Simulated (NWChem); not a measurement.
The numbers come from NWChem runs, not from measurements. System: chloromethane (CH$_{3}$Cl), charge 0, spin multiplicity 1, at a geometry optimised with PBE/def2-SVP. Level: CR-CCSD(T)/def2-TZVP, 6 core orbitals frozen.

Input file:

```
start mol
memory heap 100 mb stack 700 mb global 1900 mb
geometry units angstroms nocenter noautoz
  C      1.127872    -0.056818     0.000000
  Cl    -0.660971     0.033297     0.000000
  H      1.463483    -0.596686     0.904647
  H      1.463483    -0.596686    -0.904647
  H      1.542311     0.968228     0.000000
  symmetry group Cs
end
basis spherical
  * library def2-tzvp
end
scf
  rhf
  nopen 0
  maxiter 100
  thresh 1e-7
  semidirect memsize 60000000 filesize 0
end
tce
  freeze core 6
  cr-ccsd(t)
  2eorb
  2emet 13
  thresh 1e-6
  maxiter 100
  tilesize 24
end
task tce energy
```

Part of the output:

```
             Northwest Computational Chemistry Package (NWChem) 7.3.0
             --------------------------------------------------------

                                NWChem Input Module
                                -------------------

 Scaling coordinates for geometry "geometry" by  1.889725989
 (inverse scale =  0.529177249)

 Turning off AUTOSYM since
 SYMMETRY directive was detected!

                             Geometry "geometry" -> ""
                             -------------------------

 Output coordinates in angstroms (scale by  1.889725989 to convert to a.u.)

  No.       Tag          Charge          X              Y              Z
 ---- ---------------- ---------- -------------- -------------- --------------
    1 C                    6.0000     1.12787200    -0.05681800     0.00000000
    2 Cl                  17.0000    -0.66097100     0.03329700     0.00000000
    3 H                    1.0000     1.46348300    -0.59668600     0.90464700
    4 H                    1.0000     1.46348300    -0.59668600    -0.90464700
    5 H                    1.0000     1.54231100     0.96822800     0.00000000

 Effective nuclear repulsion energy (a.u.)      50.9037397874

            Nuclear Dipole moment (a.u.)
            ----------------------------
        X                 Y               Z
 ---------------- ---------------- ----------------
     0.0000037795    -0.0000056692     0.0000000000

      Symmetry information
      --------------------

 Group name             Cs
 Group number              2
 Group order               2
 No. of unique centers     4

      Symmetry unique atoms

     1    2    3    5


 Summary of "ao basis" -> "" (spherical)
 ------------------------------------------------------------------------------
       Tag                 Description            Shells   Functions and Types
 ---------------- ------------------------------  ------  ---------------------
 *                         def2-tzvp                  on all atoms

 Summary of "ao basis" -> "ao basis" (spherical)
 ------------------------------------------------------------------------------
       Tag                 Description            Shells   Functions and Types
 ---------------- ------------------------------  ------  ---------------------
 C                         def2-tzvp                11       31   5s3p2d1f
 Cl                        def2-tzvp                13       37   5s5p2d1f
 H                         def2-tzvp                 4        6   3s1p

                                 NWChem SCF Module
                                 -----------------

  ao basis        = "ao basis"
  functions       =    86
  atoms           =     5
  closed shells   =    13
  open shells     =     0
  charge          =   0.00
  wavefunction    = RHF
  use symmetry    = T
  symmetry adapt  = T

 Summary of "ao basis" -> "ao basis" (spherical)
 ------------------------------------------------------------------------------
       Tag                 Description            Shells   Functions and Types
 ---------------- ------------------------------  ------  ---------------------
 C                         def2-tzvp                11       31   5s3p2d1f
 Cl                        def2-tzvp                13       37   5s5p2d1f
 H                         def2-tzvp                 4        6   3s1p

      Symmetry analysis of basis
      --------------------------

        a'         57
        a"         29

 Forming initial guess at       0.1s

      Superposition of Atomic Density Guess
      -------------------------------------

 Sum of atomic energies:        -498.64844441

      Non-variational initial energy
      ------------------------------

 Total energy =    -499.321341
 1-e energy   =    -787.702839
 2-e energy   =     237.477758
 HOMO         =      -0.383766
 LUMO         =       0.046061

      Symmetry analysis of molecular orbitals - initial
      -------------------------------------------------

  Numbering of irreducible representations:

     1 a'          2 a"

  Orbital symmetries:

     1 a'          2 a'          3 a'          4 a'          5 a'
     6 a"          7 a'          8 a'          9 a'         10 a"
    11 a'         12 a'         13 a"         14 a'         15 a'
    16 a"         17 a'         18 a'         19 a'         20 a"
    21 a'         22 a"         23 a'

 Starting SCF solution at       0.8s

 ----------------------------------------------
         Quadratically convergent ROHF

 Convergence threshold     :          1.000E-07
 Maximum no. of iterations :          100
 Final Fock-matrix accuracy:          1.000E-09
 ----------------------------------------------

              iter       energy          gnorm     gmax       time
             ----- ------------------- --------- --------- --------
                 1     -499.1153998556  5.13D-01  1.59D-01      0.8
                 2     -499.1351862921  1.95D-01  7.71D-02      0.9
                 3     -499.1382869774  1.16D-02  4.05D-03      1.1
                 4     -499.1383079681  8.38D-05  1.96D-05      1.3
                 5     -499.1383079689  2.93D-09  6.65D-10      1.6

       Final RHF  results
       ------------------

         Total SCF energy =   -499.138307968915
      One-electron energy =   -789.327302989059
      Two-electron energy =    239.285255232783
 Nuclear repulsion energy =     50.903739787361

        Time for solution =      0.7s

       Symmetry analysis of molecular orbitals - final
       -----------------------------------------------

  Numbering of irreducible representations:
[...]
     6 a'          7 a'          8 a'          9 a'         10 a"
    11 a'         12 a"         13 a'         14 a'         15 a'
    16 a'         17 a"         18 a'         19 a'         20 a"
    21 a'         22 a"         23 a'

             Final eigenvalues
             -----------------

              1
    1 -104.8217
    2  -11.2962
    3  -10.5494
    4   -8.0163
    5   -8.0148
    6   -8.0148
    7   -1.1229
    8   -0.9094
    9   -0.6098
   10   -0.6098
   11   -0.5444
   12   -0.4344
   13   -0.4344
   14    0.1405
   15    0.1859
   16    0.2102
   17    0.2102
   18    0.3092
   19    0.3243
   20    0.3243
   21    0.4052
   22    0.5124
   23    0.5124

                       ROHF Final Molecular Orbital Analysis
                       -------------------------------------

 Vector   11  Occ=2.000000D+00  E=-5.444359D-01  Symmetry=a'
              MO Center= -2.3D-02,  1.2D-03,  1.5D-15, r^2= 1.9D+00
   Bfn.  Coefficient  Atom+Function         Bfn.  Coefficient  Atom+Function
  ----- ------------  ---------------      ----- ------------  ---------------
    46      0.414575  2 Cl px                 6     -0.236422  1 C  px
     9     -0.234038  1 C  px                49      0.224248  2 Cl px
    43      0.193313  2 Cl px                37     -0.157014  2 Cl px

 Vector   12  Occ=2.000000D+00  E=-4.343991D-01  Symmetry=a"
              MO Center= -4.0D-01, -1.7D-02,  2.7D-10, r^2= 1.7D+00
   Bfn.  Coefficient  Atom+Function         Bfn.  Coefficient  Atom+Function
  ----- ------------  ---------------      ----- ------------  ---------------
    48      0.517986  2 Cl pz                51      0.368530  2 Cl pz
    45      0.245223  2 Cl pz                39     -0.190269  2 Cl pz

 Vector   13  Occ=2.000000D+00  E=-4.343991D-01  Symmetry=a'
              MO Center= -4.0D-01,  5.8D-02, -2.7D-10, r^2= 1.7D+00
   Bfn.  Coefficient  Atom+Function         Bfn.  Coefficient  Atom+Function
  ----- ------------  ---------------      ----- ------------  ---------------
    47      0.517330  2 Cl py                50      0.368063  2 Cl py
    44      0.244912  2 Cl py                38     -0.190028  2 Cl py

 Vector   14  Occ=0.000000D+00  E= 1.404706D-01  Symmetry=a'
              MO Center=  1.5D+00, -7.6D-02,  4.6D-16, r^2= 5.6D+00
   Bfn.  Coefficient  Atom+Function         Bfn.  Coefficient  Atom+Function
  ----- ------------  ---------------      ----- ------------  ---------------
     5      4.015535  1 C  s                 71     -1.772208  3 H  s
    77     -1.772208  4 H  s                 83     -1.772202  5 H  s
    36     -0.587947  2 Cl s                 49     -0.415401  2 Cl px
     3      0.240114  1 C  s                 12      0.240872  1 C  px
    70      0.233089  3 H  s                 76      0.233089  4 H  s

 Vector   15  Occ=0.000000D+00  E= 1.859249D-01  Symmetry=a'
              MO Center=  4.7D-01, -2.4D-02,  4.0D-15, r^2= 4.8D+00
   Bfn.  Coefficient  Atom+Function         Bfn.  Coefficient  Atom+Function
  ----- ------------  ---------------      ----- ------------  ---------------
    12      1.611875  1 C  px                36      1.261311  2 Cl s
     5      1.221021  1 C  s                 49      0.971094  2 Cl px
    71     -0.910701  3 H  s                 77     -0.910701  4 H  s
    83     -0.910733  5 H  s                  4     -0.487044  1 C  s
     9      0.245866  1 C  px                 6      0.195724  1 C  px

 Vector   16  Occ=0.000000D+00  E= 2.101747D-01  Symmetry=a'
              MO Center=  1.6D+00,  7.2D-01,  1.0D-10, r^2= 4.8D+00
   Bfn.  Coefficient  Atom+Function         Bfn.  Coefficient  Atom+Function
  ----- ------------  ---------------      ----- ------------  ---------------
    83      3.016181  5 H  s                 13     -1.835023  1 C  py
    71     -1.508103  3 H  s                 77     -1.508103  4 H  s
    82     -0.400727  5 H  s                 50      0.268868  2 Cl py
     7     -0.200142  1 C  py                70      0.200364  3 H  s
    76      0.200364  4 H  s

 center of mass
 --------------
 x =  -0.19182464 y =   0.00966312 z =   0.00000000

 moments of inertia (a.u.)
 ------------------
          12.099563690257           6.312964975418           0.000000000000
           6.312964975418         137.097804434010           0.000000000000
           0.000000000000           0.000000000000         137.415854637899

  Mulliken analysis of the total density
  --------------------------------------

    Atom       Charge   Shell Charges
 -----------   ------   -------------------------------------------------------
    1 C    6     6.22   0.85  1.12  0.48  0.72  0.03  1.18  1.42  0.30  0.02  0.08  0.01
    2 Cl  17    17.18   2.01  0.45  1.52  1.09  0.85  4.18  1.69  1.08  2.80  1.46  0.01  0.04  0.00
    3 H    1     0.87   0.26  0.48  0.10  0.02
    4 H    1     0.87   0.26  0.48  0.10  0.02
    5 H    1     0.87   0.26  0.48  0.10  0.02

       Multipole analysis of the density wrt the origin
       ------------------------------------------------

     L   x y z        total         open         nuclear
     -   - - -        -----         ----         -------
     0   0 0 0     -0.000000      0.000000     26.000000

     1   1 0 0      0.832238      0.000000      0.000004
     1   0 1 0     -0.041925      0.000000     -0.000006
     1   0 0 1     -0.000000      0.000000      0.000000

     2   2 0 0    -13.465740      0.000000     77.570177
     2   1 1 0     -0.069829      0.000000     -3.613251
     2   1 0 1     -0.000000      0.000000      0.000000
     2   0 2 0    -14.848229      0.000000      6.027068
     2   0 1 1      0.000000      0.000000      0.000000
     2   0 0 2    -14.851756      0.000000      5.845019

                   NWChem Extensible Many-Electron Theory Module
                   ---------------------------------------------


            General Information
            -------------------
      Number of processors :     1
         Wavefunction type : Restricted Hartree-Fock
          No. of electrons :    26
           Alpha electrons :    13
            Beta electrons :    13
           No. of orbitals :   172
            Alpha orbitals :    86
             Beta orbitals :    86
        Alpha frozen cores :     6
         Beta frozen cores :     6
     Alpha frozen virtuals :     0
      Beta frozen virtuals :     0
         Spin multiplicity : singlet
    Number of AO functions :    86
       Number of AO shells :    36
        Use of symmetry is : on
      Symmetry adaption is : on
         Schwarz screening : 0.10D-09

          Correlation Information
          -----------------------
          Calculation type : Coupled-cluster singles & doubles w/ perturbation
   Perturbative correction : Completely renormalized (T)
            Max iterations :      100
        Residual threshold : 0.10D-05
     T(0) DIIS level shift : 0.00D+00
     L(0) DIIS level shift : 0.00D+00
     T(1) DIIS level shift : 0.00D+00
     L(1) DIIS level shift : 0.00D+00
     T(R) DIIS level shift : 0.00D+00
     T(I) DIIS level shift : 0.00D+00
   CC-T/L Amplitude update :  5-th order DIIS
                I/O scheme : Global Array Library
        L-threshold :  0.10D-05
        EOM-threshold :  0.10D-05
 no EOMCCSD initial starts read in
 TCE RESTART OPTIONS
 SLICE:      F
 D4D5:       F
 quantumc:   F
 qrotation:  F
 pwtce:      F
 qducc:      F
 nacto:                         0
 nrotv:                         0
 nrot:                          0

            Memory Information
            ------------------
          Available GA space size is     249029404 doubles
          Available MA space size is     104850220 doubles

 Maximum block size supplied by input
 Maximum block size        24 doubles

 tile_dim =     24

 -------------------------------------------------
   1    alpha     a'     5 doubles       0       1
   2    alpha     a"     2 doubles       5       2
   3    beta      a'     5 doubles       7       1
   4    beta      a"     2 doubles      12       2
   5    alpha     a'    23 doubles      14       5
   6    alpha     a'    24 doubles      37       6
   7    alpha     a"    13 doubles      61       7
   8    alpha     a"    13 doubles      74       8
   9    beta      a'    23 doubles      87       5
  10    beta      a'    24 doubles     110       6
  11    beta      a"    13 doubles     134       7
  12    beta      a"    13 doubles     147       8

 Global array virtual files algorithm will be used

 Parallel file system coherency ......... OK

 4-electron integrals stored in orbital form

 v2    file size   =          4844209
 4-index algorithm nr.  13 is used
 imaxsize =       30
 imaxsize ichop =        0


CCSD iterations
 ---------------------------------------------------------
 Iter          Residuum       Correlation     Cpu    Wall
 ---------------------------------------------------------
    1   0.1584857999230  -0.3620060071544     0.4     0.4
    2   0.0406605317868  -0.3861962633949     0.5     0.5
    3   0.0139564313195  -0.3928395410451     0.5     0.5
    4   0.0054747354275  -0.3943905880378     0.5     0.5
    5   0.0023285769563  -0.3949499364051     0.5     0.5
    6   0.0004829842326  -0.3952320915007     0.4     0.4
    7   0.0001915617949  -0.3952654111265     0.4     0.4
    8   0.0000856638927  -0.3952657245474     0.4     0.4
    9   0.0000434331015  -0.3952660565794     0.4     0.4
   10   0.0000216453913  -0.3952666765981     0.4     0.4
   11   0.0000032552062  -0.3952669859730     0.4     0.4
   12   0.0000011610367  -0.3952672983519     0.4     0.4
   13   0.0000005734236  -0.3952673727503     0.5     0.5
 -----------------------------------------------------------------
 Iterations converged
 CCSD correlation energy / hartree =        -0.395267372750287
 CCSD total energy / hartree       =      -499.533575341665482

 Singles contributions

 Doubles contributions
 CR-CCSD(T)

 CR-CCSD[T]  correction energy / hartree =        -0.012277244922770
 CR-CCSD[T] correlation energy / hartree =        -0.407544617673057
 CR-CCSD[T] total energy / hartree       =      -499.545852586588239
 CR-CCSD(T)  correction energy / hartree =        -0.012019273555388
 CR-CCSD(T) correlation energy / hartree =        -0.407286646305675
 CR-CCSD(T) total energy / hartree       =      -499.545594615220864

 Task  times  cpu:       37.7s     wall:       37.7s

 Total times  cpu:       37.7s     wall:       37.7s
```
